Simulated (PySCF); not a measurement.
**S₃⁺, doublet: data card**

All numbers come from UPBE0 in PySCF with S def2-TZVP; no relativity; density-fitted integrals.

The structure is a minimum.

```xyz
3
charge 1 multiplicity 2, angstrom
S     0.0000    0.0000   -0.8198
S     1.4639    0.0000    0.4099
S    -1.4639    0.0000    0.4099
```

- Point group: C2v
- Bond lengths: S–S 1.912 Å (×2)
- Bond angles: S–S–S 99.9°
- Rotational constants: 0.523, 0.123, 0.09959 cm⁻¹
- Principal polarisabilities: 27.8, 39.4, 89.0 bohr³
- Dipole moment about the centre of mass: 0.40 D
- Highest occupied level (β): -14.16 eV
- Lowest empty level (β): -11.27 eV
- Zero-point energy: 8.9 kJ/mol
- Spin squared ⟨S²⟩: 0.761
- Principal quadrupole moments (Buckingham, traceless) about the centre of mass: -6.41, -2.33, 8.74 D Å
- Heat capacity Cp at 298.15 K: 49.0 J/(mol K)
- Entropy at 298.15 K and 1 bar (electronic part: spin only): 281.7 J/(mol K)
- Enthalpy at 298.15 K above 0 K: 12.03 kJ/mol
- Rotational symmetry number: 2

Harmonic modes (masses in u: S 31.972):
```
symmetry  ω (cm⁻¹)  IR (km/mol)     type
      a1       237          1.5     bend
      b2       565          0.0  stretch
      a1       680          1.1  stretch
```

In C2v the vibrations span 2a1 + b2. Here b1 is antisymmetric to the molecular plane and b2 lies in it.

Charges (e):
```json
{"atom": "S1", "Mulliken": "0.44", "Löwdin": "0.35", "polar tensor": "0.43", "spin (Mulliken)": "-0.06", "Mayer order to S1": "–"}
{"atom": "S2,3", "Mulliken": "0.28", "Löwdin": "0.32", "polar tensor": "0.28", "spin (Mulliken)": "0.53", "Mayer order to S1": "1.68"}
```
Other Mayer orders above 0.3: S–S 0.74.

Mulliken populations on S1: s 5.83, p 9.37, d 0.34, f 0.02.

Outer orbital energies (eV). α occupied: -27.60, -23.58, -18.81, -18.72, -18.00, -15.13, -14.52, -14.50; empty: -10.91, -6.80, -6.78, -1.91. β occupied: -26.97, -23.11, -18.56, -18.07, -17.98, -14.26, -14.16; empty: -11.27, -10.81, -6.63, -6.48.

This need not be the most stable arrangement of these atoms.

The final relaxation and frequency run took 26 s on 4 threads of a shared Arm Neoverse V1 host, with 111 basis functions and 9 gradients; the process peaked at 0.97 GiB. Launch command: `OMP_NUM_THREADS=4 python axn.py task.json out`.
